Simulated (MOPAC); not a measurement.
MOPAC input (PM6):

```
PM6 PRECISE GNORM=0.05 LET XYZ UHF MS=0.5 GEO-OK AUX(PRECISION=9) THREADS=1
C2HO

C     0.24243516 1   -0.19849135 1   -1.22253028 1
C    -0.03825523 1   -0.01277160 1    0.02051421 1
H    -0.23057535 1   -0.63963619 1   -2.07626433 1
O    -0.12431303 1    0.23840173 1    1.16104509 1
```

Output:

```
 *******************************************************************************
 **                                                                           **
 **                              MOPAC v23.2.5                                **
 **                                                                           **
 *******************************************************************************
 ** MOPAC's Digital Object Identifier: https://doi.org/10.5281/zenodo.6511958 **
 **                                                                           **
 ** Please cite the open-source release paper for use of this MOPAC version:  **
 ** J. E. Moussa and J. J. P. Stewart (2026)                                  **
 ** MOPAC: An open-source semiempirical molecular orbital program             **
 ** J. Open Source Softw., 11(119), 8025, https://doi.org/10.21105/joss.08025 **
 *******************************************************************************

                              PM6 CALCULATION RESULTS

 *******************************************************************************
 *  PM6        - The PM6 Hamiltonian to be used
 *  GEO-OK     - OVERRIDE INTERATOMIC DISTANCE AND OTHER SAFETY CHECKS
 *  UHF        - UNRESTRICTED HARTREE-FOCK CALCULATION
 *  MS=        - IN MECI, MAGNETIC COMPONENT OF SPIN =  0.5
 *  LET        - OVERRIDE SOME SAFETY CHECKS
 *  PRECISE    - TIGHTER CRITERIA TO BE USED
 *  XYZ        - CARTESIAN COORDINATE SYSTEM TO BE USED
 *  GNORM      - EXIT WHEN GRADIENT NORM DROPS BELOW 0.050
 *  AUX        - OUTPUT AUXILIARY INFORMATION
 *******************************************************************************
PM6 PRECISE GNORM=0.05 LET XYZ UHF MS=0.5 GEO-OK AUX(PRECISION=9) THREADS=1
 C2HO

   ATOM   CHEMICAL          X               Y               Z
  NUMBER   SYMBOL      (ANGSTROMS)     (ANGSTROMS)     (ANGSTROMS)

     1       C          0.24243516  *  -0.19849135  *  -1.22253028  *
     2       C         -0.03825523  *  -0.01277160  *   0.02051421  *
     3       H         -0.23057535  *  -0.63963619  *  -2.07626433  *
     4       O         -0.12431303  *   0.23840173  *   1.16104509  *

          CARTESIAN COORDINATES

    NO.       ATOM           X           Y           Z

     1         C          0.2424     -0.1985     -1.2225
     2         C         -0.0383     -0.0128      0.0205
     3         H         -0.2306     -0.6396     -2.0763
     4         O         -0.1243      0.2384      1.1610

 General Reference for PM6:
 "Optimization of Parameters for Semiempirical Methods V: Modification of NDDO Approximations
 and Application to 70 Elements", J. J. P. Stewart, J. Mol. Mod., 13, 1173-1213 (2007)
 URL: https://link.springer.com/article/10.1007/s00894-007-0233-4

           Empirical Formula: C2 H O  =     4 atoms

      MOLECULAR POINT GROUP   :   Cs

          UHF CALCULATION, NO. OF ALPHA ELECTRONS =    8
                           NO. OF BETA  ELECTRONS =    7

          Geometry optimization using EF

[...]
     GRADIENT =  0.04285 IS LESS THAN CUTOFF =  0.05000

 -------------------------------------------------------------------------------
 PM6 PRECISE GNORM=0.05 LET XYZ UHF MS=0.5 GEO-OK AUX(PRECISION=9) THREADS=1
 C2HO

     GEOMETRY OPTIMISED USING EIGENVECTOR FOLLOWING (EF).
     SCF FIELD WAS ACHIEVED

                              PM6 CALCULATION
                                                       MOPAC v23.2.5 Linux

          FINAL HEAT OF FORMATION =         31.64365 KCAL/MOL =     132.39702 KJ/MOL

          COSMO AREA              =         75.19 SQUARE ANGSTROMS
          COSMO VOLUME            =         56.94 CUBIC ANGSTROMS

          GRADIENT NORM           =          0.04285          =       0.02143 PER ATOM
          IONIZATION POTENTIAL    =          9.465692 EV
          ALPHA SOMO LUMO (EV)    =        -10.183  0.360
          BETA  SOMO LUMO (EV)    =         -9.466 -1.967
          NO. OF ALPHA ELECTRONS  =          8
          NO. OF BETA  ELECTRONS  =          7
          MOLECULAR WEIGHT        =         41.0293         POINT GROUP:  C*v

          MOLECULAR DIMENSIONS (Angstroms)

            Atom       Atom       Distance
            O     4    H     3     3.50854
            C     1    H     3     0.00026
            C     2    C     1     0.00006

          SCF CALCULATIONS        =        170

   ATOM   CHEMICAL          X               Y               Z
  NUMBER   SYMBOL      (ANGSTROMS)     (ANGSTROMS)     (ANGSTROMS)

     1       C          0.07762837  *  -0.28033443  *  -1.23434087  *
     2       C         -0.01485203  *   0.00502854  *   0.04610407  *
     3       H          0.14968137  *  -0.50163009  *  -2.22875040  *
     4       O         -0.09723625  *   0.25925281  *   1.18737872  *

                             CARTESIAN COORDINATES

   1    C        0.077628370    -0.280334425    -1.234340873
   2    C       -0.014852028     0.005028537     0.046104074
   3    H        0.149681368    -0.501630090    -2.228750400
   4    O       -0.097236254     0.259252810     1.187378717

           Empirical Formula: C2 H O  =     4 atoms

      MOLECULAR POINT GROUP   :   C*v

          ALPHA EIGENVALUES
 -34.16720 -26.52300 -19.84361 -16.72417 -16.47075 -16.01773 -11.03440 -10.18322
   0.35978   0.78159   2.51899   4.74735   5.96322

           BETA EIGENVALUES
 -33.49294 -26.16332 -19.41406 -16.07352 -15.97912 -15.53488  -9.46569  -1.96715
   0.84841   1.62012   2.72483   4.96886   6.18408

              NET ATOMIC CHARGES AND DIPOLE CONTRIBUTIONS

  ATOM NO.   TYPE          CHARGE      No. of ELECS.   s-Pop       p-Pop
    1          C          -0.397842        4.3978     1.16551     3.23234
    2          C           0.417196        3.5828     1.08906     2.49374
    3          H           0.227584        0.7724     0.77242
    4          O          -0.246939        6.2469     1.84853     4.39841
 DIPOLE           X         Y         Z       TOTAL
 POINT-CHG.     0.101    -0.310    -1.394     1.431
 HYBRID        -0.032     0.100     0.448     0.461
 SUM            0.069    -0.210    -0.945     0.971

          ATOMIC ORBITAL ELECTRON POPULATIONS

     Atom    s        px        py        pz
    1  C   1.16551   1.01481   1.21148   1.00605
    2  C   1.08906   0.78544   0.84314   0.86516
    3  H   0.77242
    4  O   1.84853   1.52283   1.60926   1.26631

                    (SZ)    =    0.500000
                    (S**2)  =    0.800170

          ATOMIC ORBITAL SPIN POPULATIONS

    Atom   Total    s     px     py     pz
         Atomic
    1  C  0.9917  0.023  0.577  0.338  0.054
    2  C -0.1924 -0.019 -0.064 -0.088 -0.022
    3  H -0.0257 -0.026
    4  O  0.2264  0.006  0.159  0.046  0.015

 **********************
 *                    *
 * JOB ENDED NORMALLY *
 *                    *
 **********************

 == MOPAC DONE ==
```

The geometry given is a B3LYP-D3(BJ)/def2-TZVP minimum.
